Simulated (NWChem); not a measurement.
# A NWChem job on BH2SCl (SMILES SBCl)

Aim: a single-point energy of BH2SCl.

Program for the calculation: NWChem 7.3.0.

## (1) The system as given

BH2SCl: 5 atoms, total charge 0, spin state singlet. SMILES: `SBCl`. Geometry: relaxed at PBE0-D4/def2-TZVP. This is one conformer, not always the lowest.

Bond lengths: S1–B2 1.779 Å, B2–Cl3 1.745 Å, S1–H4 1.343 Å, B2–H5 1.189 Å. Angles: S1–B2–Cl3 118.6°, S1–B2–H5 122.1°, Cl3–B2–H5 119.3°, B2–S1–H4 96.0°.

## (2) The input as written

bclh2s.nw

```
start bclh2s
title "BClH2S PKZB"
memory stack 880 mb heap 220 mb global 1100 mb

geometry units angstrom noautosym nocenter
   zmatrix
     S
     B 1 1.778535
     Cl 2 1.745177 1 118.61062
     H 1 1.343333 2 96.04945 3 -179.96488
     H 2 1.188715 3 119.31073 1 -179.99136
   end
end

basis spherical bse
   * library cc-pVDZ-DK
end

relativistic
   douglas-kroll dk3
end

dft
   xc xpkzb99 cpkzb99
   grid xfine
   convergence energy 1e-05
   direct
   maxiter 3
   mulliken
   print low
end

esp
   restrain
   recalculate
end

task dft energy
task esp
```

The run is started by

```sh
nwchem bclh2s.nw > bclh2s.out
```

The program printed:

```text
Northwest Computational Chemistry Package (NWChem) 7.3.0
             --------------------------------------------------------

           Job information
           ---------------

    nwchem branch   = 7.3.0
    use scalapack   = T
    input           = bclh2s.nw
    prefix          = bclh2s.
    data base       = ./bclh2s.db
    status          = startup
    nproc           =        1

           Memory information
           ------------------

    heap     =     28835840 doubles =      220.0 Mbytes
    stack    =    115343357 doubles =      880.0 Mbytes
    global   =    144179200 doubles =     1100.0 Mbytes (distinct from heap & stack)
    total    =    288358397 doubles =     2200.0 Mbytes
    verify   = yes
    hardfail = no

           Directory information
           ---------------------

  0 permanent = .
  0 scratch   = .

                                NWChem Input Module
                                -------------------

                                    BClH2S PKZB
                                    -----------

 Scaling coordinates for geometry "geometry" by  1.889725989
 (inverse scale =  0.529177249)

                             Geometry "geometry" -> ""
                             -------------------------

 Output coordinates in angstroms (scale by  1.889725989 to convert to a.u.)

[... 18 lines left out ...]
            Nuclear Dipole moment (a.u.)
[... 108 lines left out ...]
   convergence    iter        energy       DeltaE   RMS-Dens  Diis-err    time
[... 5 lines left out ...]
      Calculation failed to converge
[... 2 lines left out ...]
         Total DFT energy =     -886.031018003907
      One electron energy =    -1454.112914729927
           Coulomb energy =      510.173109510813
    Exchange-Corr. energy =      -58.070668349141
 Nuclear repulsion energy =      115.979455564349
[... 9 lines left out ...]
    Atom       Charge   Shell Charges
 -----------   ------   -------------------------------------------------------
    1 S   16    16.03   2.00  2.03  0.93  0.85  6.01  2.37  1.79  0.06
    2 B    5     4.98   2.01  0.64  0.30  1.53  0.35  0.14
    3 Cl  17    17.09   2.00  2.03  0.96  0.92  6.00  3.09  2.06  0.03
    4 H    1     0.89   0.70  0.16  0.03
    5 H    1     1.02   0.76  0.24  0.02

     -------------------------------------------
      Total Density - Lowdin Population Analysis
     -------------------------------------------

    Atom       Charge   Shell Charges
 -----------   ------   -------------------------------------------------------
    1 S   16    15.68   2.00  1.79  0.94  0.73  5.95  2.25  1.94  0.08
    2 B    5     5.55   1.89  0.56  0.39  1.42  0.87  0.42
    3 Cl  17    16.76   2.00  1.79  1.02  0.85  5.97  2.93  2.18  0.03
    4 H    1     0.97   0.59  0.29  0.09
    5 H    1     1.05   0.64  0.36  0.05
 ------------------------------------------------------------------------
 dft energy failed                                                                                  0
 ------------------------------------------------------------------------
 ------------------------------------------------------------------------
  current input line :
    38: task dft energy
 ------------------------------------------------------------------------
 ------------------------------------------------------------------------
 This type of error is most commonly associated with calculations not reaching convergence criteria
 ------------------------------------------------------------------------

0:dft energy failed:Received an Error in Communication
  Errorcode: -1
```

Wall time 13 s (1 thread of AMD EPYC 9R45 (Zen 5), shared host); peak memory 0.13 GiB.

## (3) Reading the log

The run stopped without converging.

The log says `This type of error is most commonly associated with calculations not reaching convergence criteria`. The fault: the iteration cap is too low for convergence. To mend it: iteration cap at its default in place of 3.
